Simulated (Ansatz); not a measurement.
Born–Oppenheimer molecular dynamics of FHSSi (4 atoms, charge 0, multiplicity 1). It starts from a relaxed structure.

Computed with RKS r2SCANh-D4/def2-SVP (Ansatz 0.2.0).

| Quantity | Value |
| --- | --- |
| ensemble | NVT, Langevin thermostat |
| time step | 0.5 fs |
| steps asked | 250 |
| set temperature | 1000 K |
| friction | 0.02 /fs |
| seed | 644517 |

First frame:

```xyz
4
Properties=species:S:1:pos:R:3
F 0.945 -0.154 -1.259
Si -0.013 -0.027 0.030
S -0.908 1.572 0.632
H -0.023 -1.391 0.597
```

Question: How far do the bonds stretch over the last three quarters of this one trajectory? (Pairs bonded in most of those frames.)

Answer: 
```
  bond  mean (Å)  spread (Å)  shortest  longest
F1–Si2     1.624       0.049      1.54     1.71
Si2–S3     1.942       0.063      1.81     2.04
Si2–H4     1.495       0.049      1.40     1.59
```

Mean temperature of the second half: 1096 K. A run of 0.12 ps of so small a system gives no equilibrium averages.

Time of the run: 7.2 min on 1 CPU thread of a shared host.
